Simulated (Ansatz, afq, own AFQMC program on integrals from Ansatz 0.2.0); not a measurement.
O, triplet → O⁺, quartet

A free O atom.

E(quartet, charge +1) − E(triplet, charge +0) at this geometry, on UHF and UHF determinants.

Basis cc-pVDZ. Noble-gas cores (and the filled d shells of Ga–Kr and In–Xe) are frozen. AFQMC by an in-house program on the Cholesky factors that Ansatz 0.2.0 writes for its CCSD(T) run. The CISD trial takes its coefficients from CCSD amplitudes. Released means that phaseless walkers are propagated on without the constraint, phases kept. ± is one standard error of the sampling. The errors of all members are added in quadrature.

Full CI is exact in this basis; where marked, its frozen core comes from its own orbitals, which moves totals by up to a few meV.

The best estimate is CCSD(T) at the basis-set limit (CBS: def2-TZVPP and def2-QZVPP, with their diffuse functions for anions and beside diffuse sets, CCSD(T) itself extrapolated) plus the step from CCSD(T) to full CI in cc-pVDZ. Rows without CBS are in cc-pVDZ, the functionals in def2-TZVP; B2PLYP and the wave-function rows carry a basis error of their own. Core correlation and relativity beyond core potentials are missing, and ± holds the sampling alone.

Cautions: O (triplet): full CI with its own frozen core; O⁺ (quartet): full CI with its own frozen core.

```tsv
level	vertical ionization energy (kJ/mol)
MP2	1238.7
r2SCAN	1320.1
PBE0	1333.7
```

Task: From these cheaper values, estimate the vertical ionization energy at the level of the best estimate.

Result: 1312.0 kJ/mol (best estimate, highest rung FCI).

```tsv
level	vertical ionization energy (kJ/mol)	error against the best estimate (kJ/mol)
HF	1154.4	-157.6
CCSD	1239.1	-72.9
CCSD(T)	1239.7	-72.3
CCSDT	1239.7	-72.2
CCSDT(Q)	1239.9	-72.1
CCSDTQ	1239.9	-72.1
ph-AFQMC/CISD	1239.9 ± 0.2	-72.1 ± 0.2
released AFQMC	1239.8 ± 0.1	-72.1 ± 0.1
FCI	1240.2	-71.8
HF/CBS	1160.0	-152.0
MP2/CBS	1303.2	-8.8
CCSD(T)/CBS	1311.5	-0.5
PBE	1353.0	41.0
B3LYP	1361.5	49.6
wB97M-V	1328.8	16.9
B2PLYP	1325.5	13.5
```

Correlation beyond CCSD(T) adds 0.5 kJ/mol. Going to the basis-set limit adds 71.8 kJ/mol at CCSD(T). The perturbative (T) step is worth +0.6 kJ/mol. The functionals spread over 41.5 kJ/mol; r2SCAN comes nearest and B3LYP is 49.6 kJ/mol too high.

Best estimates are given only where the step beyond CCSD(T) is under 0.3 eV and no member's determinant is very poor (T1 over 0.05, or 0.07 for open shells, ⟨S²⟩ too high by 0.3, two states mixed), so the hardest cases are missing from such tables.

The functionals ran in a triple-zeta set and keep a basis error of their own, a few kJ/mol for each bond in atomization energies and more for double hybrids, so close places among them and the extrapolated levels can swap.

CCSDT and higher add their correlation energy to the determinant of the CCSD(T) run, since their own runs factorise the integrals more tightly (a shift of under 2 meV). Each member of a difference takes its own highest rung, so a best estimate needn't equal the limit plus the step of one row. A walk keeps the symmetry of its determinant, which the program's search chose and which needn't be the lowest solution, so a lower state of the same spin and another symmetry isn't excluded. Released energies are given only where the last usable release times agree within the noise; a slower fall can still hide under it.
